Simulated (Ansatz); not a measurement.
[Cl···H···CH2], triplet: transfer scan

Starting geometry:

```yaml
atoms:
  - { symbol: Cl, position_ang: [-0.7811, 0.0000, 0.0000] }
  - { symbol: H, position_ang: [0.4977, 0.0000, 0.0000] }
  - { symbol: C, position_ang: [1.8789, 0.0000, 0.0000] }
  - { symbol: H, position_ang: [2.2934, 0.0000, 0.9962] }
  - { symbol: H, position_ang: [2.2934, 0.0000, -0.9962] }
```

From there H2 is moved from one fragment to the other while all else, the fragments' distance too, stays fixed; atoms are numbered as listed. Energies are in kJ/mol, counted from the starting geometry at the same level.

Basis cc-pVDZ; Ansatz 0.2.0. Correlated methods freeze the noble-gas cores. R marks a restricted (for open shells ROHF) determinant, U an unrestricted one. Active spaces: valence = (14e, 11o) chosen from the atoms' valence shells.

For open shells CISD is restricted-active-space CI with the open shells as a complete middle space. Runs in a small pair space aren't shown, since their orbitals change along the scan.

Full CI isn't at hand for all of this; UCCSDT(Q) serves as the reference, and is uncertain by about the last step of the cluster series. The frozen core follows each run's orbitals, which can shift R against U totals by a few meV.

```json
{"distance Cl1-H2 (Å)": "1.189", "UCCSDT(Q)": "31.7", "error RHF": "-13.9", "error CISD": "-3.8", "error RCCSD": "-1.3", "error UCCSD(T)": "-0.2", "error BCCD(T)": "-0.2", "error CASSCF (valence space)": "-2.6"}
{"distance Cl1-H2 (Å)": "1.279", "UCCSDT(Q)": "0.0", "error RHF": "0.0", "error CISD": "0.0", "error RCCSD": "0.0", "error UCCSD(T)": "0.0", "error BCCD(T)": "0.0", "error CASSCF (valence space)": "0.0"}
{"distance Cl1-H2 (Å)": "1.320", "UCCSDT(Q)": "-8.2", "error RHF": "6.9", "error CISD": "1.7", "error RCCSD": "0.6", "error UCCSD(T)": "0.1", "error BCCD(T)": "0.1", "error CASSCF (valence space)": "1.0"}
{"distance Cl1-H2 (Å)": "1.362", "UCCSDT(Q)": "-14.3", "error RHF": "13.7", "error CISD": "3.0", "error RCCSD": "1.1", "error UCCSD(T)": "0.2", "error BCCD(T)": "0.1", "error CASSCF (valence space)": "1.8"}
{"distance Cl1-H2 (Å)": "1.404", "UCCSDT(Q)": "-19.1", "error RHF": "19.3", "error CISD": "3.6", "error RCCSD": "1.3", "error UCCSD(T)": "0.2", "error BCCD(T)": "0.2", "error CASSCF (valence space)": "2.3"}
{"distance Cl1-H2 (Å)": "1.445", "UCCSDT(Q)": "-22.8", "error RHF": "22.2", "error CISD": "3.4", "error RCCSD": "1.3", "error UCCSD(T)": "0.2", "error BCCD(T)": "0.2", "error CASSCF (valence space)": "2.4"}
{"distance Cl1-H2 (Å)": "1.487", "UCCSDT(Q)": "-25.4", "error RHF": "21.2", "error CISD": "2.7", "error RCCSD": "0.9", "error UCCSD(T)": "0.1", "error BCCD(T)": "0.1", "error CASSCF (valence space)": "2.1"}
{"distance Cl1-H2 (Å)": "1.528", "UCCSDT(Q)": "-26.2", "error RHF": "17.0", "error CISD": "1.8", "error RCCSD": "0.4", "error UCCSD(T)": "0.0", "error BCCD(T)": "0.1", "error CASSCF (valence space)": "1.3"}
{"distance Cl1-H2 (Å)": "1.570", "UCCSDT(Q)": "-24.0", "error RHF": "10.6", "error CISD": "0.5", "error RCCSD": "-0.3", "error UCCSD(T)": "-0.1", "error BCCD(T)": "0.0", "error CASSCF (valence space)": "0.2"}
```

Errors are those of relative energies. In total energy the starting point itself misses UCCSDT(Q) by: RHF 797.0, CISD 80.2, RCCSD 17.9, UCCSD(T) 3.0, BCCD(T) 3.0, CASSCF (valence space) 633.9 kJ/mol.

Spread of the error over the points with a reference, to 1.570 Å (largest less smallest): BCCD(T) 0.4, UCCSD(T) 0.4, RCCSD 2.7, CASSCF (valence space) 5.0, CISD 7.4, RHF 36.1 kJ/mol.
